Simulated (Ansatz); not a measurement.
Ansatz input

```yaml
crystal:
  lattice:
    - [2.9636329722, 0.0, 0.0]
    - [0.0, 2.9636329722, 0.0]
    - [0.0, 0.0, 2.9636329722]
  atoms:
    - { symbol: Cr, position: [0.0, 0.0, 0.0], spin: 2.533 }
    - { symbol: Cr, position: [0.5, 0.5, 0.5], spin: -2.533 }
hamiltonian:
  xc: r2scan
  pseudopotentials:
    kind: paw
    azcp:
      Cr: "pseudopotentials/Cr.paw.azcp"
basis:
  ecutwfc: 500
  fft_grid_basis: typed
kpoints:
  mp_grid: { grid: [17, 17, 17], shift: [0, 0, 0] }
magnetization:
  spin_polarized: true
scf:
  occupations: { method: fermi_dirac, width: 0.05 }
```

Terminal output

```
Engine: ansatz 0.2.0, x86_64-unknown-linux-gnu
Pseudopotentials: kind: paw
Pseudopotential: Cr, paw, valence charge 14, recommended cutoff 500 eV (meta_gga) 
Functional definition: r2SCAN
  parameter k0 = 0.174
  parameter k1 = 0.065
  parameter a1 = 4.9479
  exchange = r2scan_x(k0 = k0, k1 = k1, a1 = a1)
  correlation = r2scan_c
Crystal: 2 atoms, lattice volume = 26.030 Å³
Basis set: ecut = 500 eV, 691 PW (Γ), exchange–correlation on 96×96×96 points (64 copies of the dense FFT grid, shifted against one another)
Bands: 21, of which v1, the nominal top of the filled ones, is band 14 counted from 1 (13 counted from 0)
Symmetry: 48 space group operations
Space group: Pm-3m (ITA 221), of the structure as read, at distance tolerance 3.0e-5 Å
Magnetic group: BNS 221.97 (UNI 1599), of the structure as read, at distance tolerance 3.0e-5 Å
k-points: 165 of 4913
Non-local potential: Cr, projectors of the file, l = 0: 3, l = 1: 2, l = 2: 3, l = 3: 1
PAW form: soft (Blöchl's): semilocal exchange-correlation on the pseudo side does not see the compensation charge
PAW frozen core: Cr, regenerated for the run's functional (the file was generated under x = pbe(κ = 0.804, μ = 0.2195149727645171), c = pbe(β = 0.06672455060314922))
PAW one-centre angular grid: Cr, 590 points (default); XC on 160 Gauss nodes
Initial density: superposition of atomic densities (chi_scale 0.1, normalization cell)
Starting moments: Σ|m| = 5.066 μB on 2 of 2 sites
Starting magnetic order: antiferromagnet; a translation exchanges its spin sublattices: spin-degenerate at every k-point
Initial wavefunctions: pseudopotential atomic-orbital guess
Functional: x = r2scan, c = r2scan; τ floored in thin density (d = 2e-4 eV/Å³)
SCF iter   1: F=—  HF=-6767.966076 eV  |F-HF|=—  |Δ(HF+E_count)|=         —  Δρ=1.03e-1 (↑1.03e-1 ↓1.03e-1)  dr2=8.87e0  dr2_τ=3.75e-2  dr2_m=1.29e-1  M=0.000 μB ∫|m|=4.049 μB  β_m=0.30  ethr=3.10e-3  ⟨swp⟩=3.6  Hψ=12196  notcnv=0
Mixer restart at iter 1: flushing history
SCF iter   2: F=—  HF=-6765.697055 eV  |F-HF|=—  |Δ(HF+E_count)|=    2.27e0  Δρ=5.49e-2 (↑5.49e-2 ↓5.49e-2)  dr2=2.76e0  dr2_τ=2.50e-2  dr2_m=1.70e-2  M=0.000 μB ∫|m|=4.306 μB  β_m=0.30  ethr=3.10e-3  ⟨swp⟩=2.0  Hψ=7704  notcnv=0  defer=210  κ⁻¹=1.0e0(r=1)
SCF iter   3: F=—  HF=-6765.338772 eV  |F-HF|=—  |Δ(HF+E_count)|=   3.58e-1  Δρ=2.47e-2 (↑2.47e-2 ↓2.47e-2)  dr2=1.66e-1  dr2_τ=6.28e-3  dr2_m=7.46e-2  M=0.000 μB ∫|m|=4.571 μB  β_m=0.30  ethr=3.10e-3  ⟨swp⟩=2.1  Hψ=6920  notcnv=0  defer=209  κ⁻¹=1.3e-2(r=2)
SCF iter   4: F=—  HF=-6765.431885 eV  |F-HF|=—  |Δ(HF+E_count)|=         —  Δρ=3.51e-2 (↑3.51e-2 ↓3.51e-2)  dr2=3.91e-2  dr2_τ=9.52e-3  dr2_m=2.69e-1  M=0.000 μB ∫|m|=5.130 μB  β_m=0.30  ethr=5.95e-4  ⟨swp⟩=2.4  Hψ=6473  notcnv=0  defer=196
Mixer restart at iter 4: flushing history
SCF iter   5: F=—  HF=-6765.410130 eV  |F-HF|=—  |Δ(HF+E_count)|=   2.18e-2  Δρ=2.34e-2 (↑2.34e-2 ↓2.34e-2)  dr2=7.98e-3  dr2_τ=2.74e-3  dr2_m=1.25e-1  M=0.000 μB ∫|m|=5.129 μB  β_m=0.30  ethr=1.40e-4  ⟨swp⟩=2.6  Hψ=6047  notcnv=0  defer=194  κ⁻¹=1.0e0(r=1)
SCF iter   6: F=—  HF=-6765.423323 eV  |F-HF|=—  |Δ(HF+E_count)|=   1.32e-2  Δρ=1.20e-2 (↑1.20e-2 ↓1.20e-2)  dr2=5.49e-4  dr2_τ=8.04e-4  dr2_m=3.39e-2  M=0.000 μB ∫|m|=5.259 μB  β_m=0.30  ethr=2.85e-5  ⟨swp⟩=2.3  Hψ=7018  notcnv=0  defer=191  κ⁻¹=1.0e-1(r=2)
SCF iter   7: F=—  HF=-6765.429045 eV  |F-HF|=—  |Δ(HF+E_count)|=   5.72e-3  Δρ=2.68e-3 (↑2.68e-3 ↓2.68e-3)  dr2=1.31e-3  dr2_τ=6.55e-5  dr2_m=1.14e-3  M=0.000 μB ∫|m|=5.391 μB  β_m=0.30  ethr=1.96e-6  ⟨swp⟩=2.3  Hψ=7073  notcnv=0  defer=189  κ⁻¹=3.9e-3(r=3)
SCF iter   8: F=—  HF=-6765.428603 eV  |F-HF|=—  |Δ(HF+E_count)|=   4.42e-4  Δρ=1.69e-3 (↑1.69e-3 ↓1.69e-3)  dr2=3.55e-4  dr2_τ=2.52e-5  dr2_m=5.07e-4  M=0.000 μB ∫|m|=5.410 μB  β_m=0.30  ethr=1.96e-6  ⟨swp⟩=2.0  Hψ=5529  notcnv=0  defer=189  κ⁻¹=1.5e-3(r=4)
SCF iter   9: F=—  HF=-6765.428907 eV  |F-HF|=—  |Δ(HF+E_count)|=   3.03e-4  Δρ=2.67e-4 (↑2.67e-4 ↓2.67e-4)  dr2=1.32e-5  dr2_τ=8.06e-7  dr2_m=1.02e-5  M=0.000 μB ∫|m|=5.444 μB  β_m=0.30  ethr=1.27e-6  ⟨swp⟩=2.0  Hψ=6740  notcnv=0  defer=189  κ⁻¹=1.2e-5(r=5)
SCF iter  10: F=—  HF=-6765.428947 eV  |F-HF|=—  |Δ(HF+E_count)|=   4.01e-5  Δρ=1.74e-4 (↑1.74e-4 ↓1.74e-4)  dr2=1.26e-5  dr2_τ=2.52e-7  dr2_m=3.35e-6  M=0.000 μB ∫|m|=5.445 μB  β_m=0.30  ethr=4.72e-8  ⟨swp⟩=2.0  Hψ=5779  notcnv=0  defer=189  κ⁻¹=8.1e-6(r=6)
SCF iter  11: F=—  HF=-6765.428954 eV  |F-HF|=—  |Δ(HF+E_count)|=   7.35e-6  Δρ=2.34e-5 (↑2.34e-5 ↓2.34e-5)  dr2=8.37e-8  dr2_τ=5.56e-9  dr2_m=6.76e-8  M=0.000 μB ∫|m|=5.450 μB  β_m=0.30  ethr=4.52e-8  ⟨swp⟩=2.1  Hψ=4694  notcnv=0  defer=189  κ⁻¹=6.6e-7(r=7)
SCF iter  12: F=—  HF=-6765.428955 eV  |F-HF|=—  |Δ(HF+E_count)|=   8.56e-7  Δρ=2.13e-5 (↑2.13e-5 ↓2.13e-5)  dr2=1.10e-7  dr2_τ=3.42e-9  dr2_m=6.42e-8  M=0.000 μB ∫|m|=5.450 μB  β_m=0.30  ethr=2.99e-10  ⟨swp⟩=2.0  Hψ=5784  notcnv=0  defer=189  κ⁻¹=1.2e-7(r=8)
SCF iter  13: F=—  HF=-6765.428956 eV  |F-HF|=—  |Δ(HF+E_count)|=   7.41e-7  Δρ=3.99e-6 (↑3.99e-6 ↓3.99e-6)  dr2=7.35e-9  dr2_τ=1.40e-10  dr2_m=1.70e-9  M=0.000 μB ∫|m|=5.450 μB  β_m=0.30  ethr=2.99e-10  ⟨swp⟩=2.0  Hψ=5801  notcnv=0  defer=189  κ⁻¹=7.2e-9(r=8)
SCF iter  14: F=-6765.428956 eV  HF=-6765.428956 eV  |F-HF|=6.38e-10  |Δ(HF+E_count)|=   7.05e-9  Δρ=1.57e-6 (↑1.57e-6 ↓1.57e-6)  dr2=6.15e-10  dr2_τ=4.69e-11  dr2_m=3.29e-10  M=0.000 μB ∫|m|=5.450 μB  ethr=2.62e-11  ⟨swp⟩=1.0  Hψ=7741  notcnv=0
SCF 1 converged in 14 iterations: F = -6765.428956 eV  dr2 = 6.15e-10
this state was not tested for a lower state beside it, because the mixer in use, unlike msr1, does not test its closes by its own steps (another_mixer; see scf.mixing.algorithm and scf.lower_state_search)
SCF converged after 14 iterations
Magnetization: 0.0000 μB (14.0000 up, 14.0000 down)
Absolute magnetization: 5.4505 μB (∫|ρ↑−ρ↓|, with the PAW one-centre terms)
Spin contamination: 2.0665 ħ² per cell (⟨S²⟩ above its minimum at these occupations)
Per-site moments (μB) at R_I (Å): [(2.5245677211402646, 1.0587148445850822), (-2.5245677211402646, 1.0587148445850822)]
Free energy (F): -6765.428956 eV
Harris-Foulkes:  -6765.428956 eV  (|F-HF|=6.38e-10)
Internal energy: -6765.427396 eV  (E = F + TS)
E sigma→0 (E₀):  -6765.428176 eV
Entropy (-TS):   -0.001560 eV (-0.780 meV/atom)
Fermi energy:    17.242493 eV
--- Per-component energies (eV) ---
  E_band       = -382.396425
  E_kinetic    = 683.872169
  E_local      = -2568.351631  (includes V_loc(G=0)·N_el)
  E_nonlocal   = 161.858653
  E_hartree    = 1106.254276
  E_xc         = -274.410860
  E_vxc        = -399.192132  (∫ρ·V_xc dr)
  E_paw        = -2408.386572  (= ΣΔE_a)
  E_vpaw       = -498.425459  (= ΣTr[D̂ρ^β])
  E_aug_tail   = 0.000395  (compensation charges beyond the density's cutoff)
  E_vtau       = 25.334474  (kinetic-family band-sum trace: ∫τ·v_τ [+ j·A + Jᵃ·Aᵃ] dr)
  E_ewald      = -3465.719172
  E_core_change = -0.544655  (= ΣΔE_core)
  E_smearing   = -0.001560  (= −TS)
  E_closure    = 0.000000  (closes the sum)
  Σ components = -6765.428956   (vs F -6765.428956, Δ=0.00e0)
```
